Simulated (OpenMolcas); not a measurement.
**OF (Oxygen monofluoride): a line through the functionals**

OF has 2 atoms, charge 0, and is taken as a doublet. As SMILES, `[O]F`. Geometry: relaxed at PBE0-D4/def2-TZVP.

The electronic atomisation energy y, in eV, basis aug-cc-pVTZ; a is the functional's share of exact exchange. Programs: OpenMolcas 26.06.

| functional | program | a | y (eV) |
| --- | --- | --- | --- |
| UPBE | OpenMolcas | 0 | 3.10 |
| UTPSS | OpenMolcas | 0 | 2.67 |
| UB3LYP | OpenMolcas | 0.2 | 2.39 |
| UPBE0 | OpenMolcas | 0.25 | ? |
| UBHLYP | OpenMolcas | 0.5 | 1.54 |

Q: Fit y = c + s·a to the known rows and predict UPBE0.

A: 
1. Means of the 4 rows: a = 0.1750, y = 2.425.
2. Σ(Δa)² = 0.1675, Σ(Δa·Δy) = -0.4495, so the slope is -0.4495/0.1675 = -2.6836.
3. Intercept: 2.425 − (-2.6836) × 0.1750 = 2.895. The largest residual of the fit is 0.23.
4. UPBE0: 2.895 + (-2.6836) × 0.25 = 2.22 eV.

The run gave 2.36 eV, so the prediction is off by -0.14 eV, within the scatter of the fit. The rows mix families of semi-local functionals, which the line can't see.
